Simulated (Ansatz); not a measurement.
`FBF` + Cl• → `F[B]F`• + HCl at 700 K and 1 bar (hydrogen abstraction from a B–H bond).

Computed with Ansatz on PBE0-D4/def2-TZVP structures; ΔE is electronic, products minus reactants. CBS: def2 TZ/QZ extrapolation, frozen cores. No spin–orbit coupling; open shells (•) take unrestricted orbitals. Spin–orbit coupling would lower the free atoms: a little for Cl.

```json
{"species": "`FBF`", "CCSD(T)/CBS energy (Eh)": "-225.09114", "H − E (kJ/mol)": "79.5", "S (J/(mol·K))": "289.3"}
{"species": "Cl•", "CCSD(T)/CBS energy (Eh)": "-459.71044", "H − E (kJ/mol)": "14.6", "S (J/(mol·K))": "186.0"}
{"species": "`F[B]F`•", "CCSD(T)/CBS energy (Eh)": "-224.40899", "H − E (kJ/mol)": "47.6", "S (J/(mol·K))": "284.7"}
{"species": "HCl", "CCSD(T)/CBS energy (Eh)": "-460.38167", "H − E (kJ/mol)": "38.4", "S (J/(mol·K))": "211.8"}
```

H − E and S are ideal-gas, rigid-rotor, harmonic terms from PBE0-D4/def2-TZVP, with the whole ground term of open shells counted as degenerate. 1 Eh = 2625.50 kJ/mol, R = 8.31446 J/(mol·K).

**Question.** By hand: ΔE, ΔH, ΔS and ΔG.

**Answer.** ΔE = (-224.40899) + (-460.38167) − (-225.09114) − (-459.71044) = 0.01092 Eh = 28.7 kJ/mol. Δ(H − E) = 47.6 + 38.4 − 79.5 − 14.6 = -8.1, so ΔH = 20.6 kJ/mol. ΔS = 284.7 + 211.8 − 289.3 − 186.0 = 21.2 J/(mol·K). ΔG = 20.6 − 700 × (21.2)/1000 = 5.8 kJ/mol.

**Question.** By hand: the equilibrium constant, and the temperature at which ΔG would vanish if ΔH and ΔS stayed fixed.

**Answer.** log₁₀ K = −ΔG/(RT ln 10) = -0.4. ΔG = 0 at ΔH/ΔS = 972 K.

TΔS isn't small against ΔH here. The sign of ΔG lies within the doubt. A doubt of 5 kJ/mol in ΔE shifts log₁₀ K by 0.4 here. These are equilibria of isolated gas molecules and say nothing of rates. Largest T1 diagnostic: 0.015 (customary marks: 0.02 for closed shells, 0.045 for open ones).
